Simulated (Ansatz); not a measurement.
What a trial cell of Ge₃S relaxes into

These are results of DFT r2SCAN, scalar-relativistic, plane waves, PAW (Ansatz 0.2.0), not measurements. Cutoff 500 eV, Γ-centred k mesh, Gaussian smearing, no spin polarisation in the final step.

The start puts Ge₃S on the Cu3Au (L1_2) structure type (Pm-3m, No. 221), with S in place of Au, Ge in place of Cu, at a guessed volume.

```yaml
crystal:
  lattice:
    - [4.17144, 0.00000, 0.00000]
    - [0.00000, 4.17144, 0.00000]
    - [0.00000, 0.00000, 4.17144]
  atoms:
    - { symbol: Ge, position: [0.00000, 0.50000, 0.50000] }
    - { symbol: Ge, position: [0.50000, 0.00000, 0.50000] }
    - { symbol: Ge, position: [0.50000, 0.50000, 0.00000] }
    - { symbol: S, position: [0.00000, 0.00000, 0.00000] }
```

Cell and atoms relax at zero pressure; the relaxation can't lower the symmetry of the start.

Energies over the elements count from the elements' standard structures at the same level, with no empirical corrections.

**Question.** What does it relax into?

**Answer.** It keeps Pm-3m (No. 221). The result has the Cu3Au (L1_2) structure. Conventional cell: a = 4.237 Å. Ge is coordinated by 4 S at 3.00 Å and 8 Ge at 3.00 Å; around S lie 12 Ge at 3.00 Å.

```
Ge S
1.0
     4.23709    0.00000    0.00000
     0.00000    4.23709    0.00000
     0.00000    0.00000    4.23709
Ge S
3 1
Direct
  0.00000 0.50000 0.50000
  0.50000 0.00000 0.50000
  0.50000 0.50000 0.00000
  0.00000 0.00000 0.00000
```

**Question.** What are its volume, energy, density and gap?

**Answer.** The volume per atom is 19.02 Å³. The density is 5.46 g/cm³, the energy over the elements is 0.62 eV/atom and the gap on the 12×12×12 mesh is 0 eV (a metal).

The final run used a 12×12×12 mesh on its 4-atom cell and 0.10 eV smearing. For metals, differences of a few meV/atom aren't resolved. A structure relaxed within its symmetry needn't be a true minimum. The steps took about 50 core-seconds in all.

Cost: 2 runs of about 0.83 core-minutes in all, on Intel Xeon 6975P-C (Granite Rapids) (shared hosts).